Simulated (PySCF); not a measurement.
Bond length, frequency and bond energy of NH by level of theory

State: ³Σ⁻ (triplet), unpaired electrons π ↑↑. Set-up: PySCF, no relativity, basis sets H pcseg-1, N pcseg-1. De refers to H + N in their high-spin ground configurations, without counterpoise correction. The functionals are run spin-unrestricted. A positive dipole means H(−)N(+).

```
      Level  Re (Å)  ωe (cm⁻¹)  De (eV)  μ (D)  CPU s a point (SCF and correlation, without the integrals)
        UHF   1.027       3517     2.15  -1.76                                                       0.021
    UHF-MP2   1.040       3391     3.06    n/a                                                       0.029
UHF-SCS-MP2   1.041       3380     3.17    n/a                                                         n/a
   UHF-CCSD   1.046       3285     3.15    n/a                                                         n/a
UHF-CCSD(T)   1.048       3264     3.18    n/a                                                        0.17
        PBE   1.061       3124     3.69  -1.58                                                        0.15
     PBEsol   1.064       3113     3.77  -1.61                                                        0.11
     r²SCAN   1.049       3235     3.54  -1.65                                                        0.23
    r²SCANh   1.045       3279     3.51  -1.67                                                        0.23
       PBE0   1.047       3284     3.57  -1.65                                                        0.23
      HSE06   1.047       3281     3.56  -1.65                                                        0.33
     M06-2X   1.045       3252     3.45  -1.67                                                        0.24
```

**Question.** Which functional lies closest to UHF-CCSD(T) in De, which farthest, and by how much do they differ from it?

**Answer.** Closest is M06-2X (-0.3 pm in Re, -0.4 % in ωe, +0.27 eV in De against UHF-CCSD(T) in the same basis), farthest PBEsol (+1.6 pm in Re, -4.6 % in ωe, +0.59 eV in De). CCSD(T) converges more slowly with the basis than the functionals do and binds too weakly in this one, so the order can change at the basis-set limit.

**Question.** What does a quarter of exact exchange do here, going from PBE to PBE0?

**Answer.** PBE0 less PBE: -1.4 pm in Re, +5.1 % in ωe, -0.12 eV in De. Exact exchange removes part of the self-interaction that spreads semilocal densities, and in most molecules shortens and stiffens the bond and lowers De; so it does here.

**Question.** What does the step from GGA to meta-GGA do here, going from PBE to r²SCAN?

**Answer.** r²SCAN less PBE: -1.2 pm in Re, +3.6 % in ωe, -0.15 eV in De. 

Measured (Huber and Herzberg, Constants of Diatomic Molecules (1979)): Re = 1.03621 Å, ωe = 3282.27 cm⁻¹.

Correlated steps freeze 1 core orbital. Correlated levels converge slowly with the basis: in double zeta they bind strong bonds too weakly, by up to about 1 eV, and carry superposition errors of some tenths. The state is the lowest determinant that a PBE0 search found; another state may lie lower at other levels.

The whole job (state search and all levels along the bond) took about 0.4 min on 1 thread of Intel Xeon Platinum 8488C (shared host), peak memory 0.29 GiB.
